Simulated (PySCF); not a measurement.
Molecule: `PPP`, H5P3.

Cartesian coordinates in Å; atom numbers follow the order of the lines, from 1:
```xyz
8

P     1.719   -0.122   -0.203
P     0.006   -0.484    1.206
P    -1.582   -0.351   -0.377
H     1.637    1.300   -0.067
H     2.701   -0.219    0.833
H     0.112   -1.906    1.071
H    -1.708    1.069   -0.245
H    -2.645   -0.585    0.553
```

Geometry PBE0-D3(BJ)/def2-SVP throughout; GIAO in PySCF, gas phase, one conformer, non-relativistic; equivalent atoms averaged; functional PBE0.

For orientation, def2-TZVP gives these absolute shieldings σ: P2 453.7, P1/P3 495.9, H6 28.65, H4/H5/H7/H8 28.73 ppm.

A run gave: P2 508.8, P1/P3 544.9, H6 29.10, H4/H5/H7/H8 29.26 ppm (absolute shieldings σ).

**Question.** Which basis set was used in that run?
A. 6-31G
B. def2-SVP
C. STO-3G
D. 6-31G*

**Answer.** D. P1/P3 tells them apart best: 6-31G* gives 544.9, 6-31G gives 564.2, def2-SVP gives 569.4, STO-3G gives 662.7 ppm.
